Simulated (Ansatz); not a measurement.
The same path of ClH2MgN (5 atoms, charge 0, multiplicity 1) was run twice with different band settings. The coordinate that changes most is the height of N1 over the plane of its neighbours.

All numbers below come from RKS PBE-D4/STO-3G in Ansatz.

Relaxed end points:

```xyz
5
Properties=species:S:1:pos:R:3
N -0.926 0.475 -0.208
Mg 0.540 -0.527 0.412
Cl 2.027 -1.745 1.307
H -0.571 1.484 -0.301
H -1.020 0.239 -1.251
```

```xyz
5
Properties=species:S:1:pos:R:3
N -0.241 0.675 -0.794
Mg 0.517 -0.533 0.432
Cl 1.601 -1.869 1.671
H -0.689 1.450 -0.200
H -1.138 0.205 -1.150
```

Common settings: movable images 9; climbing image yes; spring 5.0 eV/Å²; optimiser quadratic models (default); start path IDPP; force threshold 0.05 eV/Å; end points relaxed.

| run | iteration limit |
| --- | --- |
| 1 | 60 |
| 2 | 6 |

Problem. What does each run give, and how far can it be trusted?

Solution. Run 1: converged after 4 iterations, highest image 0.109 eV above the first end. A vibrational analysis at the climbing image gives one clearly imaginary mode, 297i cm⁻¹: a first-order saddle point.
Run 2: converged after 4 iterations, highest image 0.109 eV above the first end. Another band between the same ends (9 images) ends at a top of the same energy, where a vibrational analysis finds 1 clearly imaginary mode.
Limits of this set-up: minimal basis.
